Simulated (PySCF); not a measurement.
**SiH under other conditions**

How does SiH answer to another spin, charge, distance or environment?

Method: each script names its method and basis; program: PySCF 2.14.0.

1 further run of the same task is left out (it didn't finish).

**1. Starting geometry**

SiH: 2 atoms, charge 0, spin multiplicity 2.

Bond lengths: Si1–H2 1.292 Å.

**2. Base script**

Contents of input.py:

```python
from pyscf import gto, dft

mol = gto.M(
    atom='Si 0 0 0; H 0 0 1.292',
    basis='def2-tzvp',
    charge=0,
    spin=1,
    verbose=3,
)
mf = dft.UKS(mol, xc='r2scan')
mf.kernel()
mf.dip_moment()
print('orbital energies (hartree):', [e[max(0, n-3):n+3].round(4) for e, n in zip(mf.mo_energy, mol.nelec)])
```

Launch:

```
> OMP_NUM_THREADS=1 python input.py
```

Its log is not repeated here.

It gives: E(SCF) = -289.933733 Eh, ⟨S²⟩ = 0.761, μ = 0.69 D.

The bond length is a typed value, not an optimised one.

**3. Electric field 0.05 a.u.**

Run 1 changes electric field: none → 0.05 a.u.

Contents of input.py:

```python
from pyscf import gto, dft

mol = gto.M(
    atom='Si 0 0 0; H 0 0 1.292',
    basis='def2-tzvp',
    charge=0,
    spin=1,
    verbose=3,
)
mf = dft.UKS(mol, xc='r2scan')
field = 0.05  # electric field along z, atomic units
h = mf.get_hcore() + field*mol.intor('int1e_r')[2]
mf.get_hcore = lambda *args: h
e_nuc = mol.energy_nuc() - field*mol.atom_charges() @ mol.atom_coords()[:, 2]
mf.energy_nuc = lambda *args: e_nuc
mf.kernel()
mf.dip_moment()
print('orbital energies (hartree):', [e[max(0, n-3):n+3].round(4) for e, n in zip(mf.mo_energy, mol.nelec)])
```

Launch:

```
> OMP_NUM_THREADS=1 python input.py
```

**4. Bond 1.382 Å**

Run 2 changes bond length: 1.292 Å → 1.382 Å.

Edit input.py of step 2 so:

```diff
@@ -3,3 +3,3 @@
 mol = gto.M(
-    atom='Si 0 0 0; H 0 0 1.292',
+    atom='Si 0 0 0; H 0 0 1.382',
     basis='def2-tzvp',
```

**5. Quartet**

Run 3 changes spin (2S): 1 → 3.

Edit input.py of step 2 so:

```diff
@@ -6,3 +6,3 @@
     charge=0,
-    spin=1,
+    spin=3,
     verbose=3,
```

**6. Sextet**

Run 4 changes spin (2S): 1 → 5.

Edit input.py of step 2 so:

```diff
@@ -6,3 +6,3 @@
     charge=0,
-    spin=1,
+    spin=5,
     verbose=3,
```

**7. Bond 1.615 Å**

Run 5 changes bond length: 1.292 Å → 1.615 Å.

Edit input.py of step 2 so:

```diff
@@ -3,3 +3,3 @@
 mol = gto.M(
-    atom='Si 0 0 0; H 0 0 1.292',
+    atom='Si 0 0 0; H 0 0 1.615',
     basis='def2-tzvp',
```

**8. PCM, ε = 20.5**

Run 6 changes solvent: none (gas phase) → PCM, ε = 20.5.

Edit input.py of step 2 so:

```diff
@@ -1,2 +1,2 @@
-from pyscf import gto, dft
+from pyscf import gto, dft, solvent
 
@@ -10,2 +10,4 @@
 mf = dft.UKS(mol, xc='r2scan')
+mf = solvent.PCM(mf)
+mf.with_solvent.eps = 20.5
 mf.kernel()
```

**Question.** What will these runs give? Wanted: for each run, E(SCF); from base; gap, α spin; SCF dipole.

**Answer**, as computed:

```
                     run  E(SCF) (hartree)  from base (eV)  gap, α spin (eV)  SCF dipole (D)
                    base       -289.933733               0              0.84            0.69
electric field 0.05 a.u.       -289.984873         -1.3916              0.83            4.58
            bond 1.382 Å       -289.948511         -0.4021              0.84            0.50
                 quartet       -289.888677         +1.2260              5.85            0.14
                  sextet       -289.461519        +12.8496              2.89            2.72
            bond 1.615 Å       -289.954191         -0.5567              0.84            0.05
           PCM, ε = 20.5       -289.935990         -0.0614              0.99            0.90
```

**Reading.** The largest comparable shift of the SCF energy, +12.850 eV, comes with the run “sextet”. The quartet solution found lies 1.23 eV above the base doublet at this geometry and level. The sextet solution found lies 12.85 eV above the base doublet at this geometry and level. A continuum solvent with ε = 20.5 lowers the energy by 0.061 eV.
